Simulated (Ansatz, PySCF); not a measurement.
Species: pyrrole, C$_{4}$H$_{5}$N, net charge 0, singlet state. SMILES: c1cc[nH]c1
Geometry: optimised at B3LYP-D3(BJ)/def2-TZVP (Ansatz, a first-principles code).


Quantity: enthalpy of formation at 298 K (from the atomisation energy, B3LYP-D3(BJ)/def2-TZVP harmonic zero-point and thermal terms from PySCF, and the atoms' enthalpies of formation in the G2/97 table; no spin-orbit terms, and no core term in the frozen-core levels), in kcal/mol. Valence correlation only, unless marked. Open shells are spin-unrestricted. No spin-orbit coupling. No relativistic terms. The coupled-cluster limit lacks core correlation, which all-electron functionals hold. Basis-set limits of correlation are two-point, X^-3; Hartree-Fock from the larger set. [CCSD(T)-MP2]/basis is that difference in the basis named.

Measured: 25.9 kcal/mol (G2/97 table in ASE (Curtiss et al.)); it holds spin-orbit and relativistic effects, which these rows lack, and core correlation, which the frozen-core levels lack. This is an older compilation, not checked against later work.

| level | program | enthalpy of formation at 298 K (kcal/mol) | error against measurement |
|---|---|---|---|
| HF/cc-pVTZ | Ansatz | 333.9 | 308.0 |
| HF/def2-TZVPD | PySCF | 334.0 | 308.1 |
| SVWN5/def2-TZVPD | Ansatz | -150.7 | -176.6 |
| revPBE-D3(BJ)/def2-TZVPD | Ansatz + dftd3 | 17.4 | -8.5 |
| revPBE-D4/def2-TZVPD | Ansatz + dftd4 | 12.9 | -13.0 |
| PBE0/def2-QZVPP | Ansatz | 11.2 | -14.7 |
| HSE06-D4/def2-TZVPD | Ansatz + dftd4 | 7.5 | -18.4 |
| LC-wPBE-D4/def2-TZVPD | Ansatz + dftd4 | 15.6 | -10.3 |
| wB97M-V/def2-TZVPD | Ansatz | 22.0 | -3.9 |
| B2PLYP-D3(BJ)/def2-TZVPD | Ansatz + dftd3 | 31.3 | 5.4 |
| RPA@PBE/cc-pVTZ | Ansatz | 106.1 | 80.2 |
| MP2/cc-pVTZ | Ansatz | 29.8 | 3.9 |
| CCSD/aug-cc-pVDZ | Ansatz | 124.7 | 98.8 |
| CCSD/cc-pVTZ | Ansatz | 80.1 | 54.2 |
| RI-MP2/CBS(cc-pVTZ,cc-pVQZ)+[CCSD(T)-MP2]/cc-pVTZ | Ansatz | 29.3 | 3.4 |
